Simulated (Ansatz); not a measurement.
## hcp Tc

Method: RPBE in Ansatz (plane waves, PAW).

Run with plane-wave cutoff 520 eV, 24×24×12 k mesh (along the axes of the cell as run), Fermi–Dirac smearing 0.05 eV, no spin polarisation, scalar-relativistic PAW data made under PBE.

Cell (relaxed at this level):

```cif
data_Tc2
_chemical_formula_sum 'Tc2'
_space_group_name_H-M_alt 'P63/mmc'
_space_group_IT_number 194
_space_group_name_Hall '-P 6c 2c'
_cell_length_a 2.76385
_cell_length_b 2.76385
_cell_length_c 4.42300
_cell_angle_alpha 90.000
_cell_angle_beta 90.000
_cell_angle_gamma 120.000
loop_
_atom_site_label
_atom_site_type_symbol
_atom_site_symmetry_multiplicity
_atom_site_Wyckoff_symbol
_atom_site_fract_x
_atom_site_fract_y
_atom_site_fract_z
_atom_site_occupancy
Tc1 Tc 2 c 0.33333 0.66667 0.25000 1
```

| Property | Value |
|---|---|
| bulk modulus | 286 GPa |
| band gap | none |
| pressure derivative B′ of the bulk modulus | 4.6 |

Measured, for comparison: bulk modulus 303 GPa (zero-point energy and finite temperature contributions removed; as tabulated in doi:10.1021/acs.jctc.3c00612). Computed (rounded) less measured: bulk modulus -6 %.

Note: the bulk modulus comes from volumes at which shape and atoms were relaxed.

Spin–orbit coupling is not included.

The computed numbers hold no vibrational or temperature effects.

The result took roughly 6 core-minutes.

Ansatz is an electronic-structure program.
